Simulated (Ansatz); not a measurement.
in.yaml

```yaml
crystal:
  periodic: [false, false, false]
  atoms:
    - {symbol: Al, position_ang: [0.000000, 0.000000, 0.106198]}
    - {symbol: N, position_ang: [0.000000, 0.000000, -1.626396]}
    - {symbol: H, position_ang: [0.000000, 0.000000, 1.520198]}
basis:
  gaussian: {orbitals: cc-pVDZ}
magnetization: {spin_polarized: true, initial_magnetization: 1}
hamiltonian: {xc: {name: wB97M-V}}
output: {forces: true, orbitals: {seedname: orbitals}}
```

```sh
$ ansatz run in.yaml --threads 1 --pin off --events-out ev --progress --plain --max-ram 8192MiB --backend cpu
```

(1) Roughly how long does this take on 1 thread of AMD EPYC 7R13, shared host, and how much host memory?

```
  # Of w^i u^j: cxij and so on, Table III.
  gx(w, u) = 1 - cx + cx01*u + cx10*w
  gss(w, u) = css00 + css04*u^4 + css10*w + css20*w^2 + css43*w^4*u^3
  gos(w, u) = cos00 + cos10*w + (cos20 + cos21*u)*w^2 + (cos60 + cos61*u)*w^6
      + integral(e_c_pw_mod_opposite_spin*gos(b97_w_opposite, b97_u_opposite)) + vv10(b, c)
360 factors; integrals over basis functions are off by at most 1.2e-3 eV
116 factors; integrals over basis functions are off by at most 1.9e-5 eV
mean field evaluation 1: about -8092.3126 eV, gradient 3.1e1 eV
mean field evaluation 2: about -8076.6320 eV, gradient 6.0e1 eV
mean field evaluation 4: about -8097.8634 eV, gradient 6.5e-1 eV
mean field evaluation 8: about -8097.8923 eV, gradient 1.2e-1 eV
mean field evaluation 16: about -8097.8937 eV, gradient 7.0e-4 eV
mean field -8097.89365859 eV, -297.5921030037 hartree, gradient 1.0e-5 eV, S^2 0.766462; 1 other end points of the search recorded, 0 dependent functions left out
the calculation of the forces begins
reference -8097.89369788 eV, -297.5921044477 hartree; 11, 10 occupied and 26, 27 virtual orbitals, 360 factors
Total energy: -8097.89369788 eV, -297.5921044477 hartree
Atom 0 at     0.000000     0.000000     0.106198 Å, force     0.000000     0.000000    -2.766158 eV/Å
Atom 1 at     0.000000     0.000000    -1.626396 Å, force     0.000000    -0.000000    -0.265662 eV/Å
Atom 2 at     0.000000     0.000000     1.520198 Å, force     0.000000    -0.000000     3.031820 eV/Å
Dipole moment:     0.000000    -0.000000     0.845223 e Å
```

Forces (eV/Å):
```
Al   0.000  0.000 -2.766
N    0.000  0.000 -0.266
H    0.000  0.000  3.032
```

Answers

(1) 4.3 s wall and 0.19 GiB.
